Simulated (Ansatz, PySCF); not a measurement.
Molecule: C$_{2}$H, net charge 0, doublet state. It need not be the lowest isomer of its formula. 
Geometry from a B3LYP-D3(BJ)/def2-TZVP (Ansatz, a program for electronic structure) optimisation:
SMILES: [C]#C
```xyz
3

C      0.0000     0.0000    -0.4720
C      0.0000     0.0000     0.7280
H      0.0000     0.0000    -1.5362
```
Charge 0, spin multiplicity 2.

Dipole moments at this geometry, in debye (magnitudes).

| level | program | dipole (D) |
|---|---|---|
| M06-L/def2-TZVPD | PySCF | 0.78 |
| r2SCANh/def2-TZVPD | Ansatz | 0.75 |
| r2SCAN0/def2-TZVPD | Ansatz | 0.75 |
| M06-2X/def2-TZVPD | PySCF | 0.77 |
| CCSD(T)/aug-cc-pVDZ | Ansatz | ___ |

Task: Complete the blanks.

Result: 
- CCSD(T)/aug-cc-pVDZ, dipole (D): 0.75
